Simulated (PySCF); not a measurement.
**Computed data sheet: [AlMeH3]-, `[CH3][AlH3-]`**

[AlMeH3]-, CH₆Al (charge -1).
Geometry (PBE0-D3(BJ)/def2-SVP, Å), atoms numbered from 1 in this order:
```xyz
8
CH6Al angstrom
Al    -0.0028    0.0036   -0.9613
C      0.0024   -0.0044    1.0697
H     -1.0197    0.0566    1.4895
H      0.5695    0.8496    1.4865
H      0.4618   -0.9232    1.4810
H      1.5532   -0.0183   -1.5246
H     -0.7612    1.3666   -1.5148
H     -0.8032   -1.3304   -1.5261
```

**PBE0-D3(BJ)/def2-SVP geometry optimisation, gas phase (PySCF)**

- Rotational constants A, B, C: 48.083, 9.408, 9.408 GHz

From B3LYP/pcSseg-1 (pcSseg-2 on Al) ground state and GIAO shieldings, non-relativistic (PySCF):

* HOMO energy: -2.01 eV
* LUMO energy: 4.90 eV
* HOMO–LUMO gap: 6.91 eV
* 13C chemical shifts (computed TMS as zero) by class: -13.1 (C2) ppm
* 1H chemical shifts (computed TMS as zero) by class: 3.59 (H6/H7/H8), -1.39 (H3/H4/H5) ppm
* Isotropic shieldings of nuclei other than C and H, by class: 453 (Al1) ppm

Monoisotopic mass of the ion (most abundant isotopes, electron mass counted): 45.0290 u.

The rotational constants are those of a nearly prolate symmetric top. With B = h/(8π²I), that is 505.379 GHz u Å² over I, the principal moments of inertia are 10.5, 53.7 and 53.7 u Å² (most abundant isotopes).

 The geometry's basis has no diffuse functions, a weakness for an anion. No diffuse functions stand in pcSseg-1 (pcSseg-2 on Al), which bears on an anion's orbital energies.

For the geometry optimisation (PBE0-D3(BJ)/def2-SVP), the run took 3.2 s of wall time on an Arm Neoverse V2 with one thread, no GPU, shared host.
